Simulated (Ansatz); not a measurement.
Vertical triplet-singlet gap, E(triplet) - E(singlet): 6 cases among organics with oxygen, in eV, species as SMILES. Conventions: open shells spin-unrestricted; non-relativistic; valence correlation only; 6-31G* and kin with 6d, 5d where marked; no dispersion term unless named; no spin-orbit coupling; 6-311+G** with 5d; each state is the SCF solution reached for its charge and spin. CBS(X,Y): correlation extrapolated as X^-3; Hartree-Fock from the larger set. The bracket is a focal-point correction in the basis named. Ab initio and DFT rows: single points at B3LYP-D3(BJ) geometries (Ansatz, a program for electronic structure). Levels can end on unlike triplets.

Coupled cluster (Ansatz) is a level with limits of its own, used here on species with T1 under 0.025 (0.045 for open shells) and stable references: (a) RI-MP2/CBS(aug-cc-pVTZ,aug-cc-pVQZ)+[CCSD(T)-MP2]/aug-cc-pVTZ; (b) CCSD(T)/CBS(def2-TZVPPD,def2-QZVPPD).

```csv
species,atoms,coupled cluster,difference of HF/6-31G* (Ansatz),difference of B3LYP/6-31G* (Ansatz),difference of B3LYP/6-311+G** (Ansatz),difference of PBE/def2-TZVPD (Ansatz),difference of wB97M-V/def2-TZVPD (Ansatz)
C=O (CH2O) [formaldehyde],4,3.67 (b),-0.98,-0.18,-0.33,-0.37,-0.19
O=CO,5,5.62 (a),-1.10,-0.17,-0.31,-0.30,-0.20
C=C=O,5,3.82 (a),-0.91,-0.31,-0.28,-0.23,-0.14
CO (CH4O) [methanol],6,6.77 (a),0.29,0.63,-0.31,-0.48,-0.04
C1C(C1)=O,8,3.58 (a),-0.70,-0.34,-0.36,-0.47,-0.16
COC(C)C,15,6.88 (a),1.82,1.05,-0.27,-0.67,0.15
```

| level | cases | mean signed difference | mean absolute difference | median absolute difference | largest absolute difference |
|---|---|---|---|---|---|
| HF/6-31G* (Ansatz) | 6 | -0.263 | 0.967 | 0.945 | 1.82 |
| B3LYP/6-31G* (Ansatz) | 6 | 0.113 | 0.447 | 0.325 | 1.05 |
| B3LYP/6-311+G** (Ansatz) | 6 | -0.310 | 0.310 | 0.310 | 0.36 |
| PBE/def2-TZVPD (Ansatz) | 6 | -0.420 | 0.420 | 0.420 | 0.67 |
| wB97M-V/def2-TZVPD (Ansatz) | 6 | -0.097 | 0.147 | 0.155 | 0.20 |

HF/6-31G* lies above in 2 of 6 cases and within 0.1 eV in 0; mean signed difference -0.263 eV, mean absolute 0.967 eV (0.997 over the 3 cases of up to 5 atoms, 0.937 over the larger). These figures hold for the species listed. A straight line through its differences against the number of atoms has a slope of 0.251 eV an atom.

How the rows were picked: cases drawn at random among the computed members of the class with clean coupled-cluster diagnostics. The batch they came from held 18 cases of this property in the class: 0 with a tabulated value, 7 with clean coupled cluster alone, 11 with neither, which enter no statistics. The levels are drawn from those run on every case listed, the commonest habits more often. No case is left out for the size of its miss. Left out are saddle points of the reference geometry, anions that the best level run finds unbound, excited spin states, species near biochemistry, 298 K rows of species without real B3LYP wavenumbers, cases with under five habitual levels, runs that failed or that the program found above a lower state of the same kind, table entries that another table contradicts, and a share of species set aside by lot.
